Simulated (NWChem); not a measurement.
The numbers come from NWChem runs, not from measurements. System: acetic acid (C2H4O2), charge 0, spin multiplicity 1, at a geometry optimised with PBE0/def2-SVP. Level: RHF/6-311G** (spherical d).

The NWChem input:

```
start mol
memory heap 200 mb stack 900 mb global 1100 mb
geometry units angstroms nocenter noautoz
  C      1.347984     0.350530     0.000000
  C     -0.070326    -0.135870     0.000000
  O     -0.945092     0.882949     0.000000
  O     -0.420354    -1.285547     0.000000
  H      2.030556    -0.505798     0.000000
  H      1.527377     0.978546    -0.884812
  H      1.527377     0.978546     0.884812
  H     -1.827694     0.481531     0.000000
  symmetry group Cs
end
basis spherical
  * library 6-311g**
end
scf
  rhf
  nopen 0
  maxiter 100
  thresh 1e-7
  semidirect memsize 60000000 filesize 0
end
task scf energy
```

NWChem printed:

```
             Northwest Computational Chemistry Package (NWChem) 7.3.0
             --------------------------------------------------------

                                NWChem Input Module
                                -------------------

 Scaling coordinates for geometry "geometry" by  1.889725989
 (inverse scale =  0.529177249)

 Turning off AUTOSYM since
 SYMMETRY directive was detected!

                             Geometry "geometry" -> ""
                             -------------------------

 Output coordinates in angstroms (scale by  1.889725989 to convert to a.u.)

  No.       Tag          Charge          X              Y              Z
 ---- ---------------- ---------- -------------- -------------- --------------
    1 C                    6.0000     1.34798400     0.35053000     0.00000000
    2 C                    6.0000    -0.07032600    -0.13587000     0.00000000
    3 O                    8.0000    -0.94509200     0.88294900     0.00000000
    4 O                    8.0000    -0.42035400    -1.28554700     0.00000000
    5 H                    1.0000     2.03055600    -0.50579800     0.00000000
    6 H                    1.0000     1.52737700     0.97854600    -0.88481200
    7 H                    1.0000     1.52737700     0.97854600     0.88481200
    8 H                    1.0000    -1.82769400     0.48153100     0.00000000

 Effective nuclear repulsion energy (a.u.)     121.5409525164

            Nuclear Dipole moment (a.u.)
            ----------------------------
        X                 Y               Z
 ---------------- ---------------- ----------------
    -0.0000075589     0.0000018897     0.0000000000

      Symmetry information
      --------------------

 Group name             Cs
 Group number              2
 Group order               2
 No. of unique centers     7

      Symmetry unique atoms

     1    2    3    4    5    6    8


 Summary of "ao basis" -> "" (spherical)
 ------------------------------------------------------------------------------
       Tag                 Description            Shells   Functions and Types
 ---------------- ------------------------------  ------  ---------------------
 *                          6-311g**                  on all atoms

 Summary of "ao basis" -> "ao basis" (spherical)
 ------------------------------------------------------------------------------
       Tag                 Description            Shells   Functions and Types
 ---------------- ------------------------------  ------  ---------------------
 C                          6-311g**                 8       18   4s3p1d
 O                          6-311g**                 8       18   4s3p1d
 H                          6-311g**                 4        6   3s1p

                                 NWChem SCF Module
                                 -----------------

  ao basis        = "ao basis"
  functions       =    96
  atoms           =     8
  closed shells   =    16
  open shells     =     0
  charge          =   0.00
  wavefunction    = RHF
  use symmetry    = T
  symmetry adapt  = T

 Summary of "ao basis" -> "ao basis" (spherical)
 ------------------------------------------------------------------------------
       Tag                 Description            Shells   Functions and Types
 ---------------- ------------------------------  ------  ---------------------
 C                          6-311g**                 8       18   4s3p1d
 O                          6-311g**                 8       18   4s3p1d
[...]
        Time for solution =      0.6s

       Symmetry analysis of molecular orbitals - final
       -----------------------------------------------

  Numbering of irreducible representations:

     1 a'          2 a"

  Orbital symmetries:

     1 a'          2 a'          3 a'          4 a'          5 a'
     6 a'          7 a'          8 a'          9 a'         10 a'
    11 a"         12 a'         13 a'         14 a"         15 a"
    16 a'         17 a'         18 a"         19 a'         20 a'
    21 a"         22 a'         23 a'         24 a'         25 a"
    26 a'

             Final eigenvalues
             -----------------

              1
    1  -20.6074
    2  -20.5426
    3  -11.3866
    4  -11.2480
    5   -1.4705
    6   -1.3627
    7   -1.0255
    8   -0.8237
    9   -0.7048
   10   -0.6818
   11   -0.6511
   12   -0.5825
   13   -0.5707
   14   -0.5588
   15   -0.4809
   16   -0.4525
   17    0.1485
   18    0.1740
   19    0.1774
   20    0.2207
   21    0.2346
   22    0.3538
   23    0.4063
   24    0.4588
   25    0.4633
   26    0.4754

                       ROHF Final Molecular Orbital Analysis
                       -------------------------------------

 Vector   14  Occ=2.000000D+00  E=-5.587998D-01  Symmetry=a"
              MO Center=  7.4D-01,  6.5D-01, -7.1D-16, r^2= 2.3D+00
   Bfn.  Coefficient  Atom+Function         Bfn.  Coefficient  Atom+Function
  ----- ------------  ---------------      ----- ------------  ---------------
     9      0.258452  1 C  pz                45     -0.234317  3 O  pz
    49     -0.226794  3 O  pz                13      0.201392  1 C  pz
    80     -0.185242  6 H  s                 86      0.185242  7 H  s
     5      0.160646  1 C  pz                41     -0.150832  3 O  pz

 Vector   15  Occ=2.000000D+00  E=-4.808994D-01  Symmetry=a"
              MO Center= -4.8D-01, -4.6D-01, -8.6D-16, r^2= 1.8D+00
   Bfn.  Coefficient  Atom+Function         Bfn.  Coefficient  Atom+Function
  ----- ------------  ---------------      ----- ------------  ---------------
    63      0.326595  4 O  pz                67      0.327582  4 O  pz
    49     -0.290711  3 O  pz                45     -0.254367  3 O  pz
    59      0.212219  4 O  pz                41     -0.168669  3 O  pz

 Vector   16  Occ=2.000000D+00  E=-4.525125D-01  Symmetry=a'
              MO Center= -2.2D-01, -7.3D-01, -5.4D-16, r^2= 1.8D+00
   Bfn.  Coefficient  Atom+Function         Bfn.  Coefficient  Atom+Function
  ----- ------------  ---------------      ----- ------------  ---------------
    65      0.378877  4 O  px                61      0.374971  4 O  px
    57      0.245947  4 O  px                48     -0.156816  3 O  py
    44     -0.153260  3 O  py

 Vector   17  Occ=0.000000D+00  E= 1.485043D-01  Symmetry=a'
              MO Center= -2.9D-02,  6.0D-01,  1.3D-14, r^2= 7.8D+00
   Bfn.  Coefficient  Atom+Function         Bfn.  Coefficient  Atom+Function
  ----- ------------  ---------------      ----- ------------  ---------------
    10      1.621637  1 C  s                 93     -1.052979  8 H  s
    81     -0.751848  6 H  s                 87     -0.751848  7 H  s
    75     -0.602782  5 H  s                 46      0.359803  3 O  s
    29     -0.262038  2 C  px                47     -0.171983  3 O  px
    11      0.163968  1 C  px

 Vector   18  Occ=0.000000D+00  E= 1.740333D-01  Symmetry=a"
              MO Center=  5.0D-01,  2.0D-01, -1.4D-15, r^2= 3.7D+00
   Bfn.  Coefficient  Atom+Function         Bfn.  Coefficient  Atom+Function
  ----- ------------  ---------------      ----- ------------  ---------------
    81      0.964206  6 H  s                 87     -0.964206  7 H  s
    13      0.582970  1 C  pz                31      0.525482  2 C  pz
    67     -0.406039  4 O  pz                27      0.320789  2 C  pz
    49     -0.213912  3 O  pz                63     -0.192355  4 O  pz
    23      0.181058  2 C  pz

 Vector   19  Occ=0.000000D+00  E= 1.773912D-01  Symmetry=a'
              MO Center= -4.8D-01,  6.6D-01, -8.8D-17, r^2= 7.8D+00
   Bfn.  Coefficient  Atom+Function         Bfn.  Coefficient  Atom+Function
  ----- ------------  ---------------      ----- ------------  ---------------
    93      1.299299  8 H  s                 10      0.906651  1 C  s
    81     -0.836668  6 H  s                 87     -0.836668  7 H  s
    29      0.556767  2 C  px                12      0.455198  1 C  py
    11      0.371906  1 C  px                75     -0.370222  5 H  s
    47      0.312738  3 O  px                46     -0.197550  3 O  s

 center of mass
 --------------
 x =  -0.10154279 y =  -0.06031298 z =   0.00000000

 moments of inertia (a.u.)
 ------------------
         159.047313533501          -7.386889642075           0.000000000000
          -7.386889642075         187.859431982505           0.000000000000
           0.000000000000           0.000000000000         335.636203611587

  Mulliken analysis of the total density
  --------------------------------------

    Atom       Charge   Shell Charges
 -----------   ------   -------------------------------------------------------
    1 C    6     6.26   1.10  0.89  0.60  0.71  1.60  0.45  0.85  0.05
    2 C    6     5.54   1.10  0.89  0.55  0.79  1.38  0.25  0.35  0.23
    3 O    8     8.41   1.08  0.91  0.93  0.99  2.12  0.81  1.55  0.01
    4 O    8     8.46   1.08  0.91  0.93  0.99  2.06  0.87  1.60  0.02
    5 H    1     0.87   0.26  0.50  0.08  0.02
    6 H    1     0.87   0.26  0.51  0.08  0.03
    7 H    1     0.87   0.26  0.51  0.08  0.03
    8 H    1     0.73   0.26  0.36  0.04  0.07

       Multipole analysis of the density wrt the origin
       ------------------------------------------------

     L   x y z        total         open         nuclear
     -   - - -        -----         ----         -------
     0   0 0 0     -0.000000      0.000000     32.000000

     1   1 0 0      0.201373      0.000000     -0.000008
     1   0 1 0      0.707720      0.000000      0.000002
     1   0 0 1      0.000000      0.000000      0.000000

     2   2 0 0    -13.651287      0.000000    112.919177
     2   1 1 0     -0.327091      0.000000      5.791528
     2   1 0 1     -0.000000      0.000000      0.000000
     2   0 2 0    -21.893406      0.000000     81.094014
     2   0 1 1     -0.000000      0.000000      0.000000
     2   0 0 2    -17.036828      0.000000      5.591517

 Task  times  cpu:        1.1s     wall:        1.1s

 Total times  cpu:        1.1s     wall:        1.1s
```
